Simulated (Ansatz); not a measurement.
# BSiHF+ (quintet): from Hartree-Fock to the top rungs, cc-pVDZ

An exercise on one series of results from a longer session: the logs are not shown, and one member is left open.

Program: Ansatz 0.2.0, Gaussian basis. Level of theory: cc-pVDZ, core rule «outside noble gas», up to 7 orbitals frozen. These are calculated values, not measurements.

The runs, in order: UHF; CCSD(T) on ROHF; CCSD(T) on UHF; BCCD(T) on ROHF; CISD; CCSDT(Q) on ROHF; CCSDT(Q) on UHF.

25 further runs of the same task are left out: 13 that didn't finish, 12 set aside as unsound or not needed.

## What is computed

The geometry is a PBE0/def2-TZVP stationary point (not a proven minimum) of the parent state, kept for this charge and spin.

4 atoms, charge 1, spin multiplicity 5.

Atoms are counted from 1 here; the program's logs count them from 0.

Bond lengths: B1–Si2 1.844 Å, Si2–F3 1.594 Å, Si2–H4 1.480 Å. Angles: B1–Si2–F3 125.8°, B1–Si2–H4 130.2°, F3–Si2–H4 104.0°.

As a file:

```
B     0.0000   -0.5010    1.7973
Si    0.0000    0.3616    0.1670
F     0.0000   -0.3453   -1.2616
H     0.0000    1.8072   -0.1500
```

Set-up of the first run:

File in.yaml:

```yaml
crystal:
  periodic: [false, false, false]
  atoms:
    - {symbol: B, position_ang: [0.000000, -0.501036, 1.797314]}
    - {symbol: Si, position_ang: [0.000000, 0.361580, 0.166961]}
    - {symbol: F, position_ang: [0.000000, -0.345292, -1.261620]}
    - {symbol: H, position_ang: [0.000000, 1.807190, -0.149981]}
basis:
  gaussian: {orbitals: cc-pVDZ}
total_charge: 1
magnetization: {spin_polarized: true, initial_magnetization: 4}
hamiltonian: {xc: hf}
output: {orbitals: {seedname: orbitals}}
```

On the command line:

```sh
$ ansatz run in.yaml --threads 1 --pin off --events-out ev --progress --plain --max-ram 2393MiB
```

Steps of the session up to this table: UHF; CCSD(T) on ROHF; CCSD(T) on UHF; BCCD(T) on ROHF; CISD; CCSDT(Q) on ROHF; CCSDT(Q) on UHF.

One of the session's tables, all rows but one given; the rest of the session is left out.

It belongs to the step «Misses and costs». 

| method | from UCCSDT(Q) (meV) |
| --- | --- |
| ROHF | +8883.6 |
| UHF | +8762.7 |
| RMP2 | +1197.3 |
| UMP2 | +1113.3 |
| CISD | +1183.3 |
| RCCSD | +366.8 |
| UCCSD | +353.6 |
| RCCSD(T) | +89.7 |
| UCCSD(T) | ? |
| BCCD(T) | +75.6 |
| RCCSDT | +32.1 |
| UCCSDT | +31.5 |
| RCCSDT(Q) | +15.0 |
| UCCSDT(Q) | 0 |

**Question.** Estimate the row for UCCSD(T).

As computed: from UCCSDT(Q) (meV): +86.9. In the column «from UCCSDT(Q) (meV)» it lies between BCCD(T) (+75.6) and RCCSD(T) (+89.7).

Caveats from the session: Restricted and unrestricted rows rest on different reference determinants; where their highest levels disagree by more than a few hundredths of an eV, they describe different states and don't form one ladder.
